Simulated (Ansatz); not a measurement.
Relaxed structures of CHNaS, singlet (PBE0-D4/def2-TZVP; forces vanish, vibrations not checked; lower isomers may exist, and structures with a doubtful reference or unclear bonds are left out; Å). Program: Ansatz 0.2.0. Basis: def2-TZVPP. Cores are frozen in the correlated methods. The outer core shell of Li, Na, Mg and K is correlated. The def2 sets are not built for correlating such inner shells, so the correlated values are less sure here.

Rank them by CCSD(T) energy, lowest first, and give each one's height above the lowest. Links in brackets join atoms within 1.22 times the sum of their covalent radii (1.1 for two metals). (Judge from chemistry; the value comes from the calculation.)
A.
CHNaS ([CH]1[Na][S]1)
```
4
angstrom
Na 1.2261 -0.1339 1.5003
C -0.1956 -0.3889 -0.2495
S -0.1815 1.2702 -0.1914
H -0.8490 -0.7474 -1.0595
```
B.
CHNaS ([Na][C][SH])
```
4
angstrom
Na 1.2633 -0.9027 1.8955
C -0.0135 -0.0474 0.2646
S -0.2337 1.0214 -0.8792
H 0.8571 1.9530 -1.0421
```
C.
CHNaS ([NaH][C][S])
```
4
angstrom
Na 1.5219 -0.4853 1.8329
C -0.0608 0.2707 -0.0639
S -0.8548 1.1552 -1.0095
H 2.7431 -0.2644 3.3013
```

By the calculation: A (0.00 kcal/mol), C (41.57 kcal/mol), B (49.57 kcal/mol). Heights count from the lowest.

T1 diagnostic: at most 0.024. The restricted Hartree–Fock reference is unstable towards an unrestricted one at one or more of these structures.

For scale, one of the runs: CCSD(T)/def2-TZVPP, 119 basis functions, launched by `ansatz run in.yaml --threads 2 --pin off --events-out ev --progress --plain --max-ram 4352MiB`. The run took about 10 s on 2 CPU threads of an Arm Neoverse V2 (shared host).
